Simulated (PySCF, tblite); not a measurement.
# C₅H₁₁ radical: geometry, infrared bands and EPR parameters

Aim: predict the infrared bands and EPR parameters of C₅H₁₁ radical (`CC[C](C)C`).

Computed with tblite 0.8.0 and PySCF 2.14.0, with density-fitted response routines of our own, on a single molecule in the gas phase. Atoms count from 0, in the outputs and in this text.

### 1 The starting structure

16 atoms, charge 0, multiplicity 2; geometry from: force field or distance geometry start.

Bonds of the start (Å): C0–C1 1.53, C1–C2 1.49, C2–C3 1.48, C2–C4 1.50, C0–H5 1.08, C0–H6 1.10, C0–H7 1.10, C1–H8 1.10, C1–H9 1.08, C3–H10 1.09, C3–H11 1.10, C3–H12 1.11, C4–H13 1.09, C4–H14 1.10, C4–H15 1.10.

### 2 Relaxing the molecule with GFN2-xTB

Job settings and geometry (Å):

```
{"job": {"kind": "relax", "xc": "GFN2-xTB", "basis": "xTB"}, "charge": 0, "multiplicity": 2}
C      1.858700    -0.106200     0.333900
C      0.797000    -0.454300    -0.718100
C     -0.572200    -0.060100    -0.286700
C     -1.340800    -0.920400     0.647800
C     -1.011000     1.362800    -0.449200
H      2.837700    -0.413400    -0.010600
H      1.879300     0.979000     0.514800
H      1.656900    -0.601800     1.291100
H      0.833500    -1.541200    -0.897500
H      1.049600     0.025400    -1.653900
H     -2.420500    -0.766500     0.554000
H     -1.150300    -1.989000     0.456400
H     -1.056000    -0.710900     1.699300
H     -0.660600     1.968100     0.384800
H     -0.605900     1.799000    -1.376700
H     -2.103000     1.438300    -0.501100
```

Command:

```sh
> OMP_NUM_THREADS=1 python probes_run.py task.json out
```

One launch serves the whole session: the jobs run in the order shown.

**Question.** This job is followed by: GFN2-xTB harmonic vibrations, gas phase; UKS B3LYP, pcH-1 on C H, non-relativistic, mean-field spin-orbit, GIAO. What will the session give for the following? strongest single infrared mode (GFN2-xTB); zero-point energy (GFN2-xTB); g(iso) (B3LYP); ⟨S²⟩; largest a(iso) (averaged by class); surface potential, 1st and 99th percentile.

**Answer**, as computed:

```
                                 quantity                 value
strongest single infrared mode (GFN2-xTB)  2998 cm⁻¹, 72 km/mol
             zero-point energy (GFN2-xTB)         90.0 kcal/mol
                           g(iso) (B3LYP)               2.00263
                                     ⟨S²⟩    0.754 (exact 0.75)
       largest a(iso) (averaged by class)  13C on C2, 111.3 MHz
    surface potential, 1st and 99th percentile    -0.49 V and 0.51 V
```

Relaxing lowered the energy by 0.031 eV in 31 steps; the close pair that moved most is C0–H6, from 1.100 to 1.087 Å. All 42 modes are real, so the xTB geometry is a minimum. The strongest single mode, at 2998 cm⁻¹, moves mainly H15 and H10. Unscaled tight-binding wavenumbers are off by several per cent, some by more. Its intensities can rank the bands wrongly. C2 carries the largest spin population, 0.96 e. The isotropic g lies 0.3 ppt above the free-electron value.
